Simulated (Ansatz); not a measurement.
Relaxation of AlClH₂ (4 atoms, charge 0, multiplicity 1), to a largest force component of 0.03 eV/Å in at most 50 steps.

Method: RKS B3LYP-D4/def2-mTZVP (Ansatz).

```xyz
4
Properties=species:S:1:pos:R:3
Al -0.174 0.000 -0.940
Cl 1.761 0.000 1.902
H 2.112 0.000 0.606
H -1.752 0.000 -0.443
```

Where does it end, and by what steps?

The forces met the threshold. The force dipped under the threshold on the way, but the program's further checks kept it going. After 15 steps the energy has fallen by 0.121 eV; Cl2 moved furthest, 0.98 Å.

| step | energy less start (eV) | largest force component (eV/Å) | accepted |
| --- | --- | --- | --- |
| 0 | 0.0000 | 0.780 | yes |
| 1 | -0.0061 | 0.968 | yes |
| 2 | -0.0160 | 1.259 | yes |
| 3 | -0.0581 | 0.212 | yes |
| 4 | -0.0387 | 0.965 | no |
| 5 | -0.0717 | 0.090 | yes |
| 6 | -0.0801 | 0.318 | yes |
| 7 | -0.0916 | 0.365 | yes |
| 8 | -0.0903 | 0.633 | no |
| 9 | -0.1075 | 0.108 | yes |
| 10 | -0.1168 | 0.034 | yes |
| 11 | -0.1205 | 0.008 | yes |
| 12 | -0.1186 | 0.242 | no |
| 13 | -0.1209 | 0.020 | yes |
| 14 | -0.1211 | 0.052 | yes |
| 15 | -0.1213 | 0.002 | yes |

```xyz
4
Properties=species:S:1:pos:R:3
Al -0.516 0.000 -0.384
Cl 2.729 0.000 1.768
H 1.623 0.000 1.037
H -1.889 0.000 -1.297
```

Whether the end is a true minimum wasn't checked by a vibrational analysis.

Run time: 8.3 s on 1 thread of Intel(R) Xeon(R) 6975P-C (Granite Rapids) (shared host), peak memory 0.12 GiB.
